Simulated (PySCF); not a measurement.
**Aluminium: a sound run and one with changed settings**

Sound run: Al [Ne] 3s2 3p1, Al⁺ [Ne] 3s2. Computed with PySCF 2.14 in cc-pVDZ-DK (4s3p1d, 18 functions), with scalar relativity by spin-free X2C-1e. The sound run starts from symmetry-adapted Hartree-Fock orbitals and uses a fine grid where one is needed.

A second run was set up differently.

| species | method | sound run (hartree) | changed run (hartree) | converged |
| --- | --- | --- | --- | --- |
| Al | UHF | -242.30843 | -242.30843 | yes |
| Al | M06-2X | -242.78292 | -242.78712 | yes |
| Al | BP86 | -242.82112 | -242.82610 | yes |
| Al⁺ | UHF | -242.10361 | -242.10361 | yes |
| Al⁺ | M06-2X | -242.57207 | -242.57685 | yes |
| Al⁺ | BP86 | -242.59526 | -242.60002 | yes |

Ionisation energy of Al:

```csv
method,sound run (eV),changed run (eV)
UHF,5.574,5.574
M06-2X,5.737,5.722
BP86,6.146,6.152
```

**Question.** What was changed?
A. minimal basis
B. radial grid too coarse
C. a valence shell is frozen
D. too few SCF iterations

**Answer.** B. It used radial step 0.5 in ln r (0.13 in the sound run). A coarse radial grid mis-integrates the density and the exchange-correlation energy, with errors of either sign; Hartree-Fock needs no grid.
